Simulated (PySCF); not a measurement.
Compound: acetyl chloride, C2H3ClO.
Geometry (GFN2-xTB, Å), atoms numbered from 1 in this order:
```xyz
7
C2H3ClO angstrom
C     -0.6808   -0.0643    0.0657
C      0.7467    0.3060   -0.1161
O      1.2168    1.3720   -0.3189
Cl     1.8080   -1.1143    0.0064
H     -1.3019    0.8240   -0.0204
H     -0.8165   -0.5232    1.0428
H     -0.9690   -0.7953   -0.6865
```

Method: TDDFT CAM-B3LYP/def2-SVPD, vertical, gas phase, core orbitals frozen in the response in PySCF 2.14.0, density-fitted response routines.

Computed states:

| state | E (eV) | f |
| --- | --- | --- |
| S1 | 5.19 | 0.0001 |
| S2 | 6.74 | 0.0001 |
| S3 | 7.12 | 0.015 |
| S4 | 8.03 | 0.043 |
| S5 | 8.20 | 0.0008 |
| S6 | 8.28 | 0.040 |
| S7 | 8.70 | 0.312 |
| S8 | 8.94 | 0.032 |

Broadening: Gaussians 0.4 eV wide at half height, area fixed by f = 4.319×10⁻⁹ ∫ε dν̃. The width is an assumption, not a result. The curve ends short of the highest state used, and states not computed would add to its high-energy end.

Problem. What does the envelope look like, and where are its maxima?

Solution. 
(λ (nm), ε (L mol⁻¹ cm⁻¹)): (148.6, 5564), (152.8, 4356), (157.0, 2366), (161.2, 411), (165.4, 109), (169.6, 535), (173.7, 985), (177.9, 662), (182.1, 186), (186.3, 28), (190.5, 4), (194.7, 1), (198.9, 0), (203.1, 0), (207.2, 0), (211.4, 0), (215.6, 0), (219.8, 0), (224.0, 0), (228.2, 1), (232.4, 2), (236.5, 3), (240.7, 3), (244.9, 3), (249.1, 2), (253.3, 1), (257.5, 0), (261.7, 0), (265.9, 0), (270.0, 0)

Maxima: 174 nm (7.12 eV), ε about 990, made up of S3 (100%) (ε in L mol⁻¹ cm⁻¹; maxima over ε = 5, shares over 10%). At its high-energy end, 8.34 eV, the curve is still rising (ε about 5500, from S6 and S7).

Problem. Coming from long wavelengths, where does ε first pass 100 L mol⁻¹ cm⁻¹?

Solution. At about 184 nm (6.75 eV), 1.56 eV above S1.

Problem. What would ε be at 7.12 eV, the highest of these maxima, with half the width (0.2 eV)?

Solution. About 1980 L mol⁻¹ cm⁻¹ against 989, a factor of about 2.00; a lone state at its own centre would give exactly 2.

Problem. On this curve, what absorbance would a 10⁻³ mol/L sample give at 248 nm over a 1 cm path?

Solution. 248 nm is 4.999 eV, where ε is about 1.8 L mol⁻¹ cm⁻¹, so A = ε c l ≈ 0.0018 (Beer–Lambert, with the gas-phase spectrum and the assumed width).

The run took 12 s of wall time on Arm Neoverse N1, one thread, shared host.
